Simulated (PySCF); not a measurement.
## Working out the ionisation energy of P

P [Ne] 3s2 3p3 (4S) → P⁺ [Ne] 3s2 3p2 (3P). Calculation: PySCF 2.14, in cc-pVDZ-DK (4s3p1d, 18 functions); the spin-free X2C one-electron Hamiltonian (Gaussian nucleus). Frozen: [Ne]. Energies in hartree (1 hartree = 27.21139 eV):

```json
{"part": "UHF", "P (lower)": "-341.523395", "P⁺ (upper)": "-341.158774"}
{"part": "CCSD correlation", "P (lower)": "-0.081200", "P⁺ (upper)": "-0.069854"}
{"part": "(T)", "P (lower)": "-0.001009", "P⁺ (upper)": "-0.000909"}
```

What does Hartree-Fock give?

(-341.158774) − (-341.523395) = 0.364621 hartree = 9.922 eV.

What do CCSD and CCSD(T) give?

The CCSD correlation energies differ by 0.011346 hartree = 0.309 eV and the triples by 0.000100 hartree = 0.003 eV, so CCSD gives 10.231 eV and CCSD(T) 10.234 eV.

Measured between the centres of the two terms (NIST): 10.526 eV, so CCSD(T) (valence) is off by -0.292 eV.

A double-zeta basis recovers only part of the correlation energy.

What remains against the reference includes basis incompleteness, the frozen core and higher excitations.
